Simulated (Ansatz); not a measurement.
# Worked example: correlation energy of HAlP, quartet

Geometry: a PBE0/def2-TZVP stationary point for this spin, not checked as a minimum. The doublet lies 0.3 eV lower here.

```xyz
3

Al    0.0000   -0.1077    1.2377
P     0.0000    0.0510   -1.1432
H     0.0000    1.3154    1.9991
```

Basis 6-31G; Ansatz 0.2.0. Correlated methods freeze the noble-gas cores, which leaves 9 electrons in 18 orbitals. Prefix R: restricted or restricted open-shell reference; prefix U: unrestricted.

Full CI is exact within this basis and frozen core; it isn't the basis-set limit. The frozen core follows each run's orbitals, which can shift R against U totals by a few meV.

Runs differ by some tens of microhartree through their thresholds and, for an open shell, their frozen cores, so steps under 0.1 kcal/mol mean nothing.

| level | total energy (hartree) |
| --- | --- |
| UHF | -583.120238 |
| UMP2 | -583.167225 |
| UCCSD | -583.186144 |
| UCCSD(T) | -583.187528 |
| UCCSDT | -583.188129 |
| UCCSDT(Q) | -583.188179 |
| UCCSDTQ | -583.188178 |
| full CI | -583.188171 |

Q: What is the correlation energy at full CI, and what share of it do UMP2 and UCCSD(T) recover?

A: E(corr) = -583.188171 − (-583.120238) = -0.067933 hartree = -1.849 eV. UMP2: -0.046987 / -0.067933 = 69.17 %. UCCSD(T): -0.067290 / -0.067933 = 99.05 %.

Q: By how many kcal/mol does UCCSD(T) miss full CI (1 hartree = 627.509 kcal/mol), and which steps make up the rest?

A: -583.187528 − (-583.188171) = 0.000643 hartree = 0.40 kcal/mol. Steps: UCCSDT − UCCSD(T) = -0.38, UCCSDT(Q) − UCCSDT = -0.03, UCCSDTQ − UCCSDT(Q) = 0.00, full CI − UCCSDTQ = 0.00 kcal/mol. That is within 1 kcal/mol of the reference in this basis, which itself misses far more of the correlation at the basis-set limit.
